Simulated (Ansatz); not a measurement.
The pair A = H2O (SMILES O) (first 3 atoms), B = CH4O (SMILES CO); geometry from S66by8 set.
(charge 0, multiplicity 1):
```
atom    x (Å)    y (Å)    z (Å)
----  -------  -------  -------
O     -2.0109   0.0797   0.1251
H     -2.4276   0.8785   0.4509
H     -1.0819   0.1904   0.3661
O      0.8748   0.1758   0.5148
H      1.2427  -0.3963   1.1924
C      1.3398  -0.2958  -0.7473
H      0.9089   0.3553  -1.5004
H      2.4257  -0.2450  -0.8216
H      1.0114  -1.3157  -0.9464
```

Cores are frozen in the correlated methods. MP2 and its Hartree–Fock in aug-cc-pVQZ, aug-cc-pVTZ are density fitted.

The values were computed with Ansatz (a quantum-chemistry and plane-wave program). 

The counterpoise-corrected interaction energy is E(AB) − E(A in the pair's basis) − E(B in the pair's basis). Total energies (hartree):

```
level                          AB  A in the pair's basis  B in the pair's basis
-------------------  ------------  ---------------------  ---------------------
HF/aug-cc-pVTZ       -191.1583428            -76.0602201           -115.0920825
MP2/aug-cc-pVTZ      -191.8672067            -76.3292902           -115.5293547
HF/aug-cc-pVQZ       -191.1711748            -76.0655406           -115.0995334
MP2/aug-cc-pVQZ      -191.9239732            -76.3519538           -115.5631788
MP2/aug-cc-pVDZ      -191.6919543            -76.2614602           -115.4224512
CCSD(T)/aug-cc-pVDZ  -191.7386055            -76.2744896           -115.4562099
```

Work out the counterpoise-corrected interaction energy at the basis-set limit: extrapolate the MP2 correlation part as X⁻³, take Hartree–Fock from the larger set, and add the CCSD(T) − MP2 difference of aug-cc-pVDZ.


1. Differences (1 hartree = 627.509 kcal/mol): HF/aug-cc-pVTZ -3.790; MP2/aug-cc-pVTZ -5.373; HF/aug-cc-pVQZ -3.828; MP2/aug-cc-pVQZ -5.548; MP2/aug-cc-pVDZ -5.047; CCSD(T)/aug-cc-pVDZ -4.961.
2. Correlation parts, MP2 less HF: -1.582 in aug-cc-pVTZ (X = 3), -1.719 in aug-cc-pVQZ (X = 4).
3. Limit (4³·(-1.719) − 3³·(-1.582))/(4³ − 3³) = -1.819; with HF/aug-cc-pVQZ it gives -5.648.
4. CCSD(T) less MP2 in aug-cc-pVDZ: 0.086.
Result: -5.56 kcal/mol, against -5.37 at MP2/aug-cc-pVTZ. It is an estimate of this method's limit, not of the exact value.
